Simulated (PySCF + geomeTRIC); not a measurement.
All values below come from TPSSh-D3(BJ)/def2-TZVP in PySCF + geomeTRIC. fastk is a local helper that only speeds up exchange builds. No frequencies were computed at this level.

```python
import json, numpy as np
from pyscf import gto, dft
from fastk import lowrank_exchange
atoms = """
N     -0.001070     0.388441    -0.000001
H      0.830491    -0.191920    -0.000003
H     -0.829422    -0.196521     0.000003
"""
def scf(charge, spin, dm0=None):
    mol = gto.M(atom=atoms, basis='def2-tzvp', ecp={}, charge=charge, spin=spin, verbose=3, max_memory=3780)
    mf = dft.KS(mol, xc='tpssh').density_fit(auxbasis="def2-universal-jkfit")
    mf.disp = 'd3bj'
    mf.grids.level = 3
    mf.conv_tol = 1e-8
    mf.max_cycle = 60
    mf.kernel(dm0)
    if not mf.converged:
        mf = mf.newton().run(mf.mo_coeff, mf.mo_occ).undo_soscf()
    return mf
mf = scf(0, 1)
lowrank_exchange(mf)  # same exchange matrices as the stock routine, built faster for response steps
mo, _, stable, _ = mf.stability(return_status=True)
if not stable:
    mf.kernel(mf.make_rdm1(mo, mf.mo_occ))
del mf.get_jk
from pyscf.geomopt.geometric_solver import kernel as optimize
path = []
done, mol = optimize(mf, maxsteps=80, assert_convergence=False, callback=lambda env: path.append((env["energy"], bool(env["g_scanner"].converged))))
res = dict(converged=bool(done and path[-1][1]), energy=path[-1][0], path=[e for e, c in path], xyz=mol.atom_coords(unit="Angstrom").tolist(), nao=mol.nao)
json.dump(res, open("result.json", "w"))
```

Output:

```
converged SCF energy = -55.9029779989218  <S^2> = 0.75373946  2S+1 = 2.003736
<class 'pyscf.df.df_jk.DFUKS'> wavefunction is stable in the internal stability analysis
Geometry optimization cycle 1
converged SCF energy = -55.9029779989221  <S^2> = 0.75373947  2S+1 = 2.003736
cycle 1: E = -55.9029779989  dE = -55.903  norm(grad) = 0.0321674
Geometry optimization cycle 2
converged SCF energy = -55.9042922209739  <S^2> = 0.75376988  2S+1 = 2.0037663
cycle 2: E = -55.904292221  dE = -0.00131422  norm(grad) = 0.00824783
Geometry optimization cycle 3
converged SCF energy = -55.9043462991979  <S^2> = 0.75379414  2S+1 = 2.0037905
cycle 3: E = -55.9043462992  dE = -5.40782e-05  norm(grad) = 0.000130325
Geometry optimization cycle 4
converged SCF energy = -55.904346324451  <S^2> = 0.75379471  2S+1 = 2.0037911
cycle 4: E = -55.9043463245  dE = -2.52531e-08  norm(grad) = 4.93025e-06
<class 'geometric.internal.Distance'> : 2
<class 'geometric.internal.Angle'> : 1
<class 'geometric.internal.TranslationX'> : 1
<class 'geometric.internal.TranslationY'> : 1
<class 'geometric.internal.TranslationZ'> : 1
<class 'geometric.internal.RotationA'> : 1
<class 'geometric.internal.RotationB'> : 1
<class 'geometric.internal.RotationC'> : 1
Step    0 : Gradient = 1.857e-02/2.601e-02 (rms/max) Energy = -55.9029779989
Step    1 : Displace = 3.003e-02/3.348e-02 (rms/max) Trust = 1.000e-01 (=) Grad = 4.762e-03/6.191e-03 (rms/max) E (change) = -55.9042922210 (-1.314e-03) Quality = 1.178
Step    2 : Displace = 4.765e-03/6.639e-03 (rms/max) Trust = 1.414e-01 (+) Grad = 7.524e-05/8.705e-05 (rms/max) E (change) = -55.9043462992 (-5.408e-05) Quality = 1.000
Step    3 : Displace = 1.713e-04/2.041e-04 (rms/max) Trust = 2.000e-01 (+) Grad = 2.846e-06/3.406e-06 (rms/max) E (change) = -55.9043463245 (-2.525e-08) Quality = 0.901
Converged! =D
```

Cost: very roughly 29 core-seconds.
